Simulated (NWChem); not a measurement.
Species: acetonitrile (C2H3N); SMILES CC#N

```xyz
6

C      0.0000     0.0000    -1.1625
C      0.0000     0.0000     0.2907
N      0.0000     0.0000     1.4476
H      1.0196     0.1555    -1.5430
H     -0.3751    -0.9607    -1.5430
H     -0.6445     0.8052    -1.5430
```
Atoms are numbered in this order, from 1.

Coordinates come from a PBE0/def2-SVP optimisation.

 Unshifted, non-relativistic core excitations; the lowest 4 roots alone, so stronger bands may lie above.

Q: List the first N K-edge excitations from B3LYP/def2-TZVP, restricted-window TDA (NWChem).

A: 
```csv
state,energy (eV),dipole oscillator strength,leading excitation (squared amplitude)
S1,387.6,0.0437,1s of atom 3 or its equivalents → LUMO+1 (0.95)
S2,387.6,0.0437,1s of atom 3 or its equivalents → LUMO+2 (0.95)
S3,389.1,0.0009,1s of atom 3 or its equivalents → LUMO (0.99)
S4,391.3,0.0031,1s of atom 3 or its equivalents → LUMO+3 (0.89)
```
